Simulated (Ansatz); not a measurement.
# Rock-salt BaO: Voigt–Reuss–Hill shear modulus by level of theory

No measured value is used here.

```
level (code)           value (GPa)  cell (Å³/atom)
---------------------  -----------  --------------
LDA (Ansatz)                  39.7           20.06
PBE (Ansatz)                  35.2           21.65
HSE06 (Ansatz)                37.5           21.16
LC-ωPBE (Ansatz)              38.6           21.10
Hartree–Fock (Ansatz)         38.1           22.38
```

Each level is taken at its own relaxed cell. Ansatz's density-functional and Hartree–Fock values are scalar-relativistic unless marked +SOC, with PAW data made under PBE.

Ansatz is a first-principles code.
